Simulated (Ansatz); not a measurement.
`F[Si]F` + H₂ → `F[SiH]` + H–F  (hydrogenolysis of the Si–F bond)

Isolated molecules relaxed with PBE0-D4/def2-TZVP in Ansatz; ΔE leaves out vibrations. CBS: def2 TZ/QZ extrapolation, frozen cores. DFT in def2-TZVPP. B3LYP here is the variant with VWN-RPA as its local correlation; programs differ in this.

```csv
level,ΔE (kJ/mol)
BHLYP-D4,194.1
B2PLYP,197.6
B3LYP,195.5
BHLYP,193.0
RPA@PBE/def2-TZVPP,183.8
HF/def2-TZVPP,182.5
CCSD/cc-pV(D+d)Z,165.7
CCSD/cc-pV(T+d)Z,188.5
```

Problem. What does CCSD(T)/CBS give? (An estimate is asked.)

Solution. Computed: +193.5 kJ/mol. The listed levels differ from it by 0.6, 4.1, 2.0, -0.5, -9.7, -11.0, -27.8, -5.0 kJ/mol.

Largest T1 diagnostic among the species: 0.015.

From BLYP to BHLYP (50 % exact exchange), in def2-TZVPP and without D4, ΔE moves by −6.0 kJ/mol. Leaving LDA and LC-ωPBE aside and taking each functional with its dispersion term where it has one, the values, not all of them listed here, spread over 16.2 kJ/mol, from HSE06-D4 to r2SCAN-D4. LDA lies +5.7 kJ/mol from PBE without D4.
